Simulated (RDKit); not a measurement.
A run for RDKit: MMFF94 on CH4 (SMILES C).

```python
from rdkit import Chem
from rdkit.Chem import AllChem, rdDetermineBonds

blocks = [
'''5

C    -0.00000000    0.00000000   -2.85810471
H     0.39304720   -0.94712229   -2.49369739
H     0.62370837    0.81395000   -2.49369739
H    -1.01675556    0.13317229   -2.49369739
H     0.00000000   -0.00000000   -3.94634214
''',
]
mol = None
for b in blocks:
    f = Chem.MolFromXYZBlock(b)
    rdDetermineBonds.DetermineBonds(f, charge=0)
    mol = f if mol is None else Chem.CombineMols(mol, f)
Chem.SanitizeMol(mol)
print(Chem.MolToSmiles(Chem.RemoveHs(mol)))
ff = AllChem.MMFFGetMoleculeForceField(mol, AllChem.MMFFGetMoleculeProperties(mol), nonBondedThresh=100.0, ignoreInterfragInteractions=False)
e = ff.CalcEnergy()
print(f'MMFF94 energy {e:.6f} kcal/mol')
```

The log:

```
C
MMFF94 energy 0.048535 kcal/mol
```

The run finished.

Cost: very roughly 0.03 core-seconds.
